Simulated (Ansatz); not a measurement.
# BeLi+ (triplet): from Hartree-Fock to the top rungs, def2-QZVPP

An exercise on one series of results from a longer session: the logs are not shown, and one member is left open.

Computed with Ansatz 0.2.0, Gaussian basis. Level: def2-QZVPP, core rule «outside noble gas», up to 2 orbitals frozen.

The runs, in order: UHF; ROHF; CCSD(T) on UHF.

2 further runs of the same task are left out: 2 set aside as unsound or not needed.

**What is computed**

The geometry is a PBE0/def2-TZVP stationary point (not a proven minimum) of the parent state, kept for this charge and spin.

2 atoms, charge 1, spin multiplicity 3.

Atoms are counted from 1 here; the program's logs count them from 0.

No contacts short enough for the rule that draws bonds.

Set-up of the first run:

The input, in.yaml:

```yaml
crystal:
  periodic: [false, false, false]
  atoms:
    - {symbol: Li, position_ang: [0.000000, 0.000000, 0.000000]}
    - {symbol: Be, position_ang: [0.000000, 0.000000, 2.591600]}
basis:
  gaussian: {orbitals: "def2-QZVPP.json"}
total_charge: 1
magnetization: {spin_polarized: true, initial_magnetization: 2}
hamiltonian: {xc: hf}
output: {orbitals: {seedname: orbitals}}
```

Launch:

```console
ansatz run in.yaml --threads 1 --pin off --events-out ev --progress --plain --max-ram 2393MiB
```

Among the steps run: UHF; ROHF; CCSD(T) on UHF.

One table of the session follows, with a row left open; its other results are not shown here.

```
  method  from UCCSD(T) (meV)
    ROHF                    ?
     UHF               +114.5
    UMP2                +49.6
   UCCSD                  0.0
UCCSD(T)                    0
```

Estimate the missing values for ROHF.

The run gave: from UCCSD(T) (meV): +115.7. In the column «from UCCSD(T) (meV)» it is the highest.
